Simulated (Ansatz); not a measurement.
We consider rutile SnO2, described by LDA (plane waves, PAW; Ansatz, a quantum-chemistry and plane-wave program).

Numerical settings: plane-wave cutoff 520 eV, 8×8×10 k mesh (along the axes of the cell as run), Fermi–Dirac smearing 0.01 eV, scalar-relativistic PAW data made under PBE.

Computed points:

```
V (Å³/atom)  E − E_lowest (meV/atom)  P (GPa)
-----------  -----------------------  -------
11.386                         13.07     9.21
11.623                          3.12     4.32
11.860                          0.00    -0.02
12.097                          2.91    -3.83
12.334                         11.12    -7.19
```

Task: What bulk modulus B0 and pressure derivative B′ does a third-order Birch–Murnaghan fit give?

Result: V0 = 11.859 Å³/atom, B0 = 203 GPa, B′ = 5.3 (fit to the energies at full precision).

Shape and atoms are relaxed at each volume.

Measured, for comparison: bulk modulus 212 GPa (temperature not stated, no zero-point or thermal correction, from measured elastic constants; as tabulated in Toher et al. (2017), arXiv:1611.05714). Computed less measured: bulk modulus -4.2 %.

Spin–orbit coupling is not included.

The computed numbers hold no vibrational or temperature effects.

The result took around 5 core-minutes (rough).
